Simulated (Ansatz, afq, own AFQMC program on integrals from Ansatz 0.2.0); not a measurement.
## AuH2O, doublet in def2-TZVP, levels against AFQMC with the constraint released

| atom | x (Å) | y (Å) | z (Å) |
| --- | --- | --- | --- |
| Au | 0.1137 | -0.0554 | -0.1030 |
| O | 1.7279 | -1.9062 | 0.6756 |
| H | 1.1269 | -2.6142 | 0.9386 |
| H | 2.0631 | -1.5570 | 1.5107 |

Connectivity, by distances: Au ··· OH2.

Basis def2-TZVP with its core potentials. Noble-gas cores (and the filled d shells of Ga–Kr and In–Xe) are frozen. Ansatz 0.2.0 and our own AFQMC program on the same integrals; the CISD trial comes from CCSD amplitudes, and released means the phaseless constraint is let go. Error bars are statistical, one sigma. No spin–orbit coupling. The metal's outer-core s and p shells are frozen, which shifts wave-function levels against functionals.

Determinant: UHF, the one that the program's search chose, which needn't be the lowest solution. The geometry is a PBE0/def2-SVP stationary point of this or a neighbouring charge and spin state.

No full CI on the walks' own integrals is used here. The released AFQMC energy serves as the reference, which it does only where one determinant dominates, the energy is flat over the last release times and near the phaseless one (40 meV or 2 meV an electron, half that with transition metals). On small molecules, where full CI could be run and the noise was under 10 meV, such values lay within 10 meV of it in 19 cases of 20, a flattering rate, since the rule was set on those same cases; what remains of the bias isn't in the error bar.

Cautions: no spin-orbit coupling; outer-core shells of the metal frozen; the ph-AFQMC/CISD walk drifts between its halves (2.7 errors); the released value is read at 1.20 1/Eh, later times being too noisy (meV from the phaseless value at times in 1/Eh: -7 ± 5 at 0.24, -8 ± 7 at 0.60, -5 ± 8 at 1.20, -13 ± 10 at 1.80, -35 ± 18 at 2.60); released reference can be 30 meV off for metals.

```
T1 diagnostic                               : 0.0175
weight of the determinant in the CISD state : 0.866
⟨S²⟩ of the determinant                     : 0.754
size of the correlated space                : 19 electrons in 78 orbitals
```

Reference: AFQMC with the constraint released, correlation energy -14.862 ± 0.008 eV.

```tsv
level	E − E(reference) (meV)	share of correlation (%)
HF	14861.8 ± 7.6	0.00
MP2	118.6 ± 7.6	99.20
CCSD	373.3 ± 7.6	97.49
CCSD(T)	26.2 ± 7.6	99.82
ph-AFQMC/CISD	5.3 ± 9.0	99.96
```

Released energies are given only where the last usable release times agree within the noise; a slower fall can still hide under it.
